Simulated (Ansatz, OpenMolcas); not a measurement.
## AlF2 (SMILES [F][Al][F]): the vertical energy of the quartet above the doublet, rung by rung

AlF2: 3 atoms, total charge 0, spin state doublet. SMILES: `[F][Al][F]`. The shape is that of a PBE0-D4/def2-TZVP optimisation.

| atom | x (Å) | y (Å) | z (Å) |
| --- | --- | --- | --- |
| F | 0.5330 | -1.3612 | 0.1364 |
| Al | 0.3887 | 0.2754 | 0.2452 |
| F | -0.9325 | 1.0210 | -0.3948 |

Quantity: the vertical energy of the quartet above the doublet, in eV. The values are calculated.

| level | kind | program | value (eV) | less FCI/STO-3G | CPU time (all runs) |
| --- | --- | --- | --- | --- | --- |
| UHF/STO-3G | Hartree–Fock | OpenMolcas | 7.50 | -0.62 | 3.3 s |
| USVWN5/STO-3G | LDA | Ansatz | 7.85 | -0.27 | 3.9 s |
| UPBE/STO-3G | GGA | Ansatz | 7.61 | -0.51 | 6 s |
| U-r2SCAN0/STO-3G | hybrid meta-GGA | Ansatz | 7.91 | -0.21 | 11 s |
| UB3LYP/STO-3G | global hybrid | Ansatz | 7.93 | -0.19 | 3.5 s |
| U-wB97X/STO-3G | range-separated hybrid | Ansatz | 8.27 | +0.15 | 26 s |
| CASSCF(3,3)/STO-3G | multireference | OpenMolcas | 7.84 | -0.28 | 5 s |
| FCI/STO-3G | exact in the basis | Ansatz | 8.12 | 0.00 | 2.5 s |

FCI/STO-3G is exact within its basis and frozen core, so for wave-function methods in that basis the difference is their error; functionals converge differently with the basis, so for them it is only a difference. The values span 7.50 to 8.27 eV. All rows use very small basis sets, so even the best lies far from the true value. CPU times are rough (shared hosts, several kinds of processor): they show what a rung costs within a factor of a few.
